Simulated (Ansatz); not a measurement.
Geometry optimisation, RKS B3LYP/6-31G in Ansatz.

Input file:

```yaml
crystal:
  periodic: [false, false, false]
  atoms:
    - { symbol: S, position_ang: [-1.89693, -0.11615, -0.63586] }
    - { symbol: Si, position_ang: [0.04043, 0.68349, -0.38167] }
    - { symbol: S, position_ang: [1.11247, -1.33235, 0.32085] }
    - { symbol: H, position_ang: [-2.50963, 0.98984, -1.04096] }
    - { symbol: H, position_ang: [0.86916, 0.9391, -1.54383] }
    - { symbol: H, position_ang: [-1.88384, -1.31722, 0.0436] }
    - { symbol: H, position_ang: [1.90254, -0.85974, 1.28981] }
    - { symbol: H, position_ang: [0.19468, -1.78397, 1.18126] }
total_charge: 1
basis:
  gaussian: { orbitals: "6-31G" }
hamiltonian:
  xc: b3lyp
relax:
  f_tol: 0.02
  max_steps: 50
```

Command:

```bash
$ ansatz run input.yaml --threads 1 --pin off --max-ram 2048MiB --backend cpu --events-out ev --progress --plain --runs-dir out
```

Problem. Where does it end, and by what steps?

Solution. The run converged. The force dipped under the threshold on the way, but the program's further checks kept it going. Limits of this set-up: no polarisation functions. After 17 steps the energy has fallen by 3.990 eV; H6 moved furthest, 1.77 Å.

```tsv
step	energy less start (eV)	largest force component (eV/Å)	accepted
0	0.0000	4.228	yes
1	-1.8038	2.431	yes
2	-3.0991	1.299	yes
3	-3.5218	1.373	yes
4	-3.7312	0.540	yes
5	-3.7626	0.206	yes
6	-3.7745	0.175	yes
7	-3.8171	0.140	yes
8	-3.8365	0.640	yes
9	-3.8973	0.236	yes
10	-3.9388	0.091	yes
11	-3.9494	0.476	yes
12	-3.9572	0.394	yes
13	-3.9865	0.077	yes
14	-3.9895	0.017	yes
15	-3.9896	0.073	yes
16	-3.9903	0.038	yes
17	-3.9905	0.003	yes
```

```xyz
8
Properties=species:S:1:pos:R:3
S -2.028 -0.408 -0.939
Si -0.189 0.742 0.553
S 1.139 -1.530 0.548
H -2.254 0.477 -1.968
H 0.537 1.021 -0.790
H -3.192 -0.156 -0.252
H 2.427 -1.193 0.198
H 1.388 -1.749 1.882
```

Run time: 69 s on 1 thread of Arm Neoverse N1, on a shared host, peak memory 0.12 GiB.
